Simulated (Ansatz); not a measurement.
**Mg3O: from a trial structure to a relaxed crystal**

Computed with DFT PBE, scalar-relativistic, plane waves, PAW in Ansatz. Cutoff 420 eV, Γ-centred k mesh, Gaussian smearing, no spin polarisation in the final step.

The start puts Mg3O on the TiAl3 (D0_22) structure type (I4/mmm, No. 139), with O in place of Ti, Mg in place of Al, at a guessed volume.

```
Mg O
1.0
    -1.92537    1.92537    4.30084
     1.92537   -1.92537    4.30084
     1.92537    1.92537   -4.30084
Mg O
3 1
Direct
  0.50000 0.50000 0.00000
  0.25000 0.75000 0.50000
  0.75000 0.25000 0.50000
  0.00000 0.00000 0.00000
```

Cell and atoms relax at zero pressure; the relaxation can't lower the symmetry of the start.

The zero of energy is the elements' standard structures at the same level (O₂ as a molecule); no fitted shifts are applied.

**Question.** Which crystal results?

**Answer.** It keeps I4/mmm (No. 139). The result has the TiAl3 (D0_22) structure. Conventional cell: a = 3.704 Å, c = 9.820 Å. Mg on Wyckoff site b (1 atom of the primitive cell) is coordinated by 4 O at 2.62 Å and 8 Mg at 3.08 Å; around Mg on Wyckoff site d (2 atoms of the primitive cell) lie 4 Mg at 2.62 Å, 4 Mg at 3.08 Å and 4 O at 3.08 Å; O is coordinated by 4 Mg at 2.62 Å and 8 Mg at 3.08 Å.

Space group I4/mmm (No. 139). a = 3.704 Å, b = 3.704 Å, c = 9.820 Å, α = 90.00°, β = 90.00°, γ = 90.00°
```
atom site symmetry x y z
  Mg    2b     4/mmm  0.5000  0.5000  0.0000
  Mg    4d      -4m2  0.5000  0.0000  0.2500
   O    2a     4/mmm  0.0000  0.0000  0.0000
```

**Question.** What are its volume, energy, density and gap?

**Answer.** The volume per atom is 16.84 Å³ and the density is 2.19 g/cm³. The energy over the elements is -0.24 eV/atom and the gap on the 16×16×16 mesh is 0 eV (a metal).

The final run used a 16×16×16 mesh on its 4-atom cell and 0.10 eV smearing. The k mesh leaves about 4 meV/atom of noise in metals. Symmetry constrained the relaxation, so the result can be a saddle point. The steps took of the order of 7 core-minutes in all.